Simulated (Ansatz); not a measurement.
Rock-salt HfC was calculated with r²SCAN in Ansatz (PAW).

A relaxed, unreconstructed slab of the (110) face has 16 atoms, two equal faces of 15.228 Å² each and an energy of -127887.8963 eV. A bulk cell of 4 atoms with the same orientation and in-plane k mesh has -31973.8019 eV. Energies are extrapolated to zero smearing.

Numerical settings: plane-wave cutoff 500 eV, 10×14×1 k mesh (along the axes of the cell as run), Fermi–Dirac smearing 0.05 eV, scalar-relativistic PAW data made under PBE.

Worked out: γ = (E_slab − N E_bulk per atom)/2A = [-127887.8963 − 16 × (-31973.8019/4)]/(2 × 15.228) = 0.2401 eV/Å². With 16.022 J/m² per eV/Å² this is 3.85 J/m², or 3.66 eV per surface cell and face.

Ansatz is an electronic-structure program.
